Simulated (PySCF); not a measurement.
**Relaxation of triplet SiF2**

Level of theory: UPBE0/[Si def2-TZVP, F def2-TZVP], no relativity, density fitting, PySCF. A (50,194) grid was used.

A start displaced from a saddle point along its imaginary mode, of C2v symmetry, held to at least that symmetry:

```xyz
3
charge 0 multiplicity 3, angstrom
Si    0.1139    0.0378    0.0000
F    -0.0839   -0.0278    1.6248
F    -0.0839   -0.0278   -1.6248
```

**Question.** What forces act on the atoms at the start (eV/Å)?

**Answer.** 
```
atom     Fx     Fy     Fz
 Si1   0.83   0.27   0.00
  F2  -0.42  -0.14  -0.54
  F3  -0.42  -0.14   0.54
```

**Question.** What does it relax to?

**Answer.** It ends at C2v with Si–F 1.598 Å (×2); F–Si–F 113.6° (after a last refinement on a finer grid). A frequency run shows a minimum.

**Question.** How much energy is released, and in how many steps?

**Answer.** 77.2 kJ/mol in 7 steps.

At this level a singlet minimum of C2v symmetry lies 284 kJ/mol below this structure.

The relaxation took 9.7 s on 4 threads of a shared Arm Neoverse V1 host, with 99 basis functions and 8 gradients; the process peaked at 0.91 GiB.
